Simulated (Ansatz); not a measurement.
# SiH4, triplet: breathe scan

All five atoms lie in one plane.

Starting geometry (PBE0/def2-TZVP stationary point for this spin, not checked as a minimum):

```xyz
5

Si    0.0000    0.0000    0.0000
H    -0.0115    1.0851    1.0776
H    -0.0165   -1.0776    1.0850
H     0.0165    1.0776   -1.0850
H     0.0115   -1.0851   -1.0776
```

From there all distances are scaled together; atoms are numbered as listed. Energies are in eV, counted from the starting geometry at the same level. Kohn–Sham curves are unrestricted where that lies lower.

Basis 6-31G; Ansatz 0.2.0. Correlated methods freeze the noble-gas cores.

Unrestricted Kohn–Sham rows aren't spin-pure: their determinants' ⟨S²⟩ exceeds S(S+1) by up to 1.89, so they mix in states of higher spin. A value is left out where its run failed or describes another state than the reference as far as symmetry and spin tell, or, spin-broken singlets apart, can't be checked. The reference follows the lowest state, whose symmetry changes from B3u to Ag between 1.303 and 1.519.

In so small a basis the reference is far from its limit while semilocal and hybrid functionals are nearer theirs (RPA and double hybrids share part of the reference's basis error), so the functionals' errors here hold much of the reference's basis and frozen-core error, which can add to them or hide them. The set has no polarisation functions, which weighs most on the reference.

Full CI is exact within this basis and frozen core; it isn't the basis-set limit.

```tsv
scale of all distances	full CI	PBE	r2SCAN	PBE0	B3LYP	BHLYP	wB97X-V	wB97M-V	B2PLYP	RPA-PBE
0.869	2.238	2.114	1.998	2.008	1.970	1.864	1.979	1.920	1.980	2.273
1.000	0.000	0.000	0.000	0.000	0.000	0.000	0.000	0.000	0.000	0.000
1.106	0.193	0.320	0.419	0.426	0.417	0.526	0.475	0.485	0.428	0.177
1.303	2.175	2.664	2.936	3.005	2.907	–	3.223	3.178	–	2.169
1.519	3.702	4.717	4.836	4.906	4.612	4.673	5.053	4.996	4.502	3.804
1.726	4.789	6.216	6.228	6.332	6.048	5.998	6.454	6.452	5.801	5.044
2.020	5.855	7.679	7.585	7.574	7.430	7.181	7.629	7.708	6.919	6.164
2.424	6.408	8.429	8.437	8.166	8.229	7.831	8.174	8.318	7.488	6.434
```

B2PLYP at 2.424 lies 1.080 eV (17 %) above the reference in this basis. PBE0 at 2.424 lies 1.758 eV (27 %) above the reference in this basis. PBE at 2.424 lies 2.021 eV (32 %) above the reference in this basis. wB97M-V at 2.424 lies 1.910 eV (30 %) above the reference in this basis.
